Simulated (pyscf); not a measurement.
Single points on ωB97X-D3(BJ)/def2-SVP structures (PySCF, gas phase).

Task: For H₂N–AlH₂ + H₂O → H₂N–AlH–OH + H₂, a four-centre exchange (singlet surface; Al–H, H–O broken, Al–O, H–H formed), PBE/def2-TZVP gives ΔE‡ = -22.2 kJ/mol and ΔE = -113.4 kJ/mol (zero: the separated reactants). In which direction and how far do B3LYP-D3(BJ)/def2-TZVP, M06-2X/def2-TZVP, ωB97M-D3(BJ)/def2-TZVP move these?

Result: B3LYP-D3(BJ): ΔE‡ = -10.1 kJ/mol, ΔE = -120.9 kJ/mol; M06-2X: ΔE‡ = -14.5 kJ/mol, ΔE = -132.8 kJ/mol; ωB97M-D3(BJ): ΔE‡ = -7.2 kJ/mol, ΔE = -117.6 kJ/mol. PBE's barrier lies under all of them, by 7.7 to 15.0 kJ/mol. Its reaction energy lies over all of them, by 4.2 to 19.4 kJ/mol. On the reactant side the descent ends in an adduct with a Al–O contact, 72.4 kJ/mol under the separated species and 61.9 kJ/mol under the saddle at ωB97X-D3(BJ)/def2-TZVP. At PBE, B3LYP-D3(BJ), M06-2X, ωB97M-D3(BJ) the saddle lies under the separated reactants, which points to a path from their complex (located at ωB97X-D3(BJ) alone). What is counted as formed (Al–O) is already present as a longer contact in the reactant adduct; forming that adduct is a step of its own. At the saddle there is also a short Al–H contact that neither side keeps. This is the saddle that the search found; another between the same sides may lie lower.
